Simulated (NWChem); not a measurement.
System: pyrrole (C$_{4}$H$_{5}$N); SMILES c1cc[nH]c1

Computed with NWChem. Medium grid unless said otherwise, to which SCAN and Minnesota functionals are sensitive. Geometry: optimised at PBE0/def2-SVP. Computed dipoles belong to the equilibrium geometry; the measured one is vibrationally averaged.

Measured dipole moment: 1.84 D (NIST CCCBDB, as tabulated in the package chemicals).

```tsv
level	dipole moment (D)	computed − measured
PBE/def2-TZVP	1.95	+0.11
B3LYP/def2-TZVP	1.94	+0.10
r2SCAN/def2-TZVP	1.96	+0.12
TPSSh/def2-TZVP	1.95	+0.11
LDA (Slater exchange, VWN5)/def2-TZVP	1.97	+0.13
```
